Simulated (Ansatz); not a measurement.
Ansatz (a quantum-chemistry and plane-wave program) input (wB97M-V/def2-TZVPD):

Ansatz 0.2 input:
```yaml
crystal:
  periodic: [false, false, false]
  atoms:
    - {symbol: H, position_ang: [0.00176448, 0.04465142, 2.06832619]}
    - {symbol: N, position_ang: [0.00115828, 0.04699724, 1.06365633]}
    - {symbol: C, position_ang: [0.01248627, 1.17970021, 0.27461977]}
    - {symbol: C, position_ang: [-0.01104728, -1.07509778, 0.27835848]}
    - {symbol: C, position_ang: [0.00689995, 0.72175500, -1.00967507]}
    - {symbol: C, position_ang: [-0.00779897, -0.68423451, -1.04633232]}
    - {symbol: H, position_ang: [0.02307408, 2.16873903, 0.69529824]}
    - {symbol: H, position_ang: [-0.02106132, -2.06057777, 0.71251336]}
    - {symbol: H, position_ang: [-0.01512498, -1.33453082, -1.90355730]}
basis:
  gaussian:
    orbitals: def2-TZVPD
hamiltonian:
  xc: {name: wB97M-V}
magnetization: {spin_polarized: true, initial_magnetization: 1}
output: {forces: true}
```

Output:

```
Functional definition: wB97M-V
integrals: 0.15 GiB planned
1079 factors; their error is unknown
integrals: 0.19 GiB planned
369 factors; integrals over basis functions are off by at most 8.9e-6 eV
mean field: 2.15 GiB planned
mean field evaluation 1: about -5695.5250 eV, gradient 3.1e1 eV
mean field evaluation 2: about -5697.4825 eV, gradient 2.4e1 eV
mean field evaluation 4: about -5699.9065 eV, gradient 1.4e0 eV
mean field evaluation 8: about -5699.9344 eV, gradient 1.2e-1 eV
mean field evaluation 16: about -5699.9201 eV, gradient 2.6e-3 eV
mean field -5699.92005692 eV, -209.4681985474 hartree, gradient 4.1e-5 eV, S^2 0.757946; 0 other end points of the search recorded, 0 dependent functions left out
the calculation of the forces begins
reference -5699.92010771 eV, -209.4682004138 hartree; 18, 17 occupied and 203, 204 virtual orbitals, 1079 factors
Total energy: -5699.92010771 eV, -209.4682004138 hartree
Atom 0 at     0.001764     0.044651     2.068326 Å, force    -0.000025    -0.000118    -0.038427 eV/Å
Atom 1 at     0.001158     0.046997     1.063656 Å, force    -0.000257    -0.018281    -0.104664 eV/Å
Atom 2 at     0.012486     1.179700     0.274620 Å, force    -0.002485    -0.230112    -0.132829 eV/Å
Atom 3 at    -0.011047    -1.075098     0.278358 Å, force     0.002601     0.258999    -0.163300 eV/Å
Atom 4 at     0.006900     0.721755    -1.009675 Å, force     0.000679     0.052095     0.215602 eV/Å
Atom 5 at    -0.007799    -0.684235    -1.046332 Å, force    -0.000541    -0.064394     0.208219 eV/Å
Atom 6 at     0.023074     2.168739     0.695298 Å, force     0.000006     0.000274     0.004294 eV/Å
Atom 7 at    -0.021061    -2.060578     0.712513 Å, force     0.000058     0.005145     0.007083 eV/Å
Atom 8 at    -0.015125    -1.334531    -1.903557 Å, force    -0.000035    -0.003609     0.004022 eV/Å
Dipole moment:    -0.000868    -0.114269     0.516656 e Å
```

It need not be the lowest isomer of its formula.
